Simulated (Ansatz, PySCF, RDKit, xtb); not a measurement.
**Isomers of C3H7Cl, a sample narrowed down**

Which of a sample of isomers of C3H7Cl is the most stable in the gas at 298.15 K, and what are its properties? The sample is small against all isomers, and the most stable one of this formula need not be in it.

Plan: many cheap relaxations first (GFN2-xTB), then density-functional screening, relaxation at PBE-D3(BJ)/def2-SVP, vibrations and a final energy. The numbers are computed, not measured.

**1. Possible bonding patterns**

Isomers were taken from a list of plausible structures; this is a sample, not all of them. That gives 2 candidates.

```
label   SMILES     spin
 c423    CCCCl  singlet
 c903  CC(C)Cl  singlet
```

Candidates are built by distance geometry, with a force field where one applies, in up to four conformers (letters a to d).

Q: Predict the outcome of this search (final energies at CCSD(T)/def2-SVP + MP2/def2-TZVPP - MP2/def2-SVP).

| quantity | value |
| --- | --- |
| lowest structure found | CC(C)Cl, singlet, Cs |
| next finalist | CCCCl, singlet, 2.6 kcal/mol higher in G |
| share at equilibrium, among the finalists | 98.7 % |
| harmonic wavenumbers, lowest and highest (PBE-D3(BJ)/def2-SVP) | 245 and 3086 cm⁻¹ |
| rotational constants, same geometry | 0.2658, 0.1488, 0.1048 cm⁻¹ |
| dipole moment (PBE0/def2-TZVPD) | 2.28 D |
| HOMO energy (PBE0/def2-TZVPD) | -8.31 eV |
| LUMO energy (PBE0/def2-TZVPD) | 0.25 eV |
| HOMO–LUMO gap (PBE0/def2-TZVPD) | 8.55 eV |
| lowest excitation (TD-PBE0/def2-SVPD) | 7.14 eV (f = 0.000) |
| strongest of the states computed, same level | 7.95 eV (f = 0.046) |
| lowest triplet excitation, same level, Tamm-Dancoff | 6.43 eV |
| vertical ionisation energy | 10.67 eV |
| vertical electron affinity | -1.19 eV (unbound: the value depends on the basis) |
| vertical triplet less singlet | +6.38 eV |

The search ends on `CC(C)Cl`. The margin, 2.6 kcal/mol, is modest. PBE-D3(BJ)/def2-SVP, HF/def2-SVP and MP2/def2-SVP already put its bonding pattern lowest among the structures in one piece. A measured dipole moment is 2.17 D (NIST CCCBDB Release 22 (SRD 101), experimental dipoles). The calculated dipole moment of 2.28 D is off by +0.11 D. Measured heats of formation are -144.9 kJ/mol (298.15 K; CRC Handbook of Chemistry and Physics) for c903a and -131.9 kJ/mol (298.15 K; CRC Handbook of Chemistry and Physics) for c423a: a difference of +13.0 kJ/mol, against +13.0 calculated. Lowest found is not proven lowest: the search is finite, and each finalist counts with one conformer. Only 2 drawn patterns were tried, so whole families of isomers are missing, and the result ranks this sample alone. The lowest isomer need not be the one that is made and kept in a bottle, which depends on barriers.
